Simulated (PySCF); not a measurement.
Name the molecule from its bond curve

A diatomic of charge 0 contains Al. Its quartet curve at M06 in a triple-zeta basis (spin-free X2C with a Gaussian nucleus, PySCF), in eV from the separated fragments:

| R (Å) | E (eV) |
| --- | --- |
| 1.693 | -2.985 |
| 1.772 | -3.380 |
| 1.851 | -3.594 |
| 1.910 | -3.668 |
| 1.969 | -3.685 |
| 2.028 | -3.661 |
| 2.107 | -3.579 |
| 2.205 | -3.424 |
| 2.323 | -3.190 |
| 2.481 | -2.844 |

The fit gives ωe = 640 cm⁻¹ and the rotational constant Bₑ = 0.5274 cm⁻¹.

Question: Which atom is the partner?

Answer: The minimum lies at 1.962 Å, so the reduced mass is 16.8576 u Å² cm⁻¹/(Bₑ·Re²) = 8.303 u. With Al at 26.98 u the partner weighs about 12.0 u: C. The molecule is AlC.

The state is the lowest determinant that a PBE0 search found; another state may lie lower at other levels.
